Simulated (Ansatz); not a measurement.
A run for Ansatz (an electronic-structure program): R-r2SCAN/def2-TZVPPD on C2H4 (SMILES C=C). Files ending in .json are basis or fitting sets from the Basis Set Exchange.

Ansatz 0.2 input:
```yaml
crystal:
  periodic: [false, false, false]
  atoms:
    - {symbol: H, position_ang: [-0.00000000, 1.23344948, 2.82931792]}
    - {symbol: H, position_ang: [0.00000000, 1.22547148, 0.97776199]}
    - {symbol: H, position_ang: [-0.00000000, -1.22547148, 0.97776199]}
    - {symbol: H, position_ang: [-0.00000000, -1.23344948, 2.82931792]}
    - {symbol: C, position_ang: [-0.00000000, -0.66711698, 1.90601042]}
    - {symbol: C, position_ang: [-0.00000000, 0.66711698, 1.90601042]}
basis:
  gaussian:
    orbitals: def2-TZVPPD.json
hamiltonian:
  xc: {name: r2SCAN}
scf: {lower_state_search: off}
```

The head of its log:

```
WARN ansatz: RAYON_NUM_THREADS=2 ignored (pool sized by the plan → 2); use --threads N
Functional definition: r2SCAN
these checks for a lower state are left out or cut short: stability, starts, cluster_reference, orbital_swaps, neighbouring_geometries, increment
integrals: 0.03 GiB planned
584 factors; their error is unknown
mean field: 0.40 GiB planned
mean field evaluation 1: about -2131.4817 eV, gradient 5.1e1 eV
mean field evaluation 2: about -2128.0745 eV, gradient 6.1e1 eV
```

Q: What total energy does the run end on?

A: -78.5625 hartree.
